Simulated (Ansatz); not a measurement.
Start from BP in the zinc blende structure (space group F-43m, No. 216; a = 4.5483 Å).

Computed with PBE in Ansatz (plane waves to 420 eV, PAW, no spin-orbit coupling), earlier PAW set.

The change: Al takes the place of B on all its sites, then cell and atoms are relaxed.

Measured lattice parameter a: BP 4.525 Å (static lattice; corrected from measurement; as listed in Daniel Mejia-Rodriguez, S. B. Trickey, Phys. Rev. B (2018)); AlP 5.451 Å (static lattice; corrected from measurement; as listed in Daniel Mejia-Rodriguez, S. B. Trickey, Phys. Rev. B (2018)).

**Question.** How well does PBE reproduce the measured shift?

**Answer.** With PBE the lattice parameter a moves by +0.959 Å (4.548 → 5.507) against +0.926 Å measured.

Whether these cells are dynamically stable was not tested.

Ansatz is a quantum-chemistry and plane-wave program.
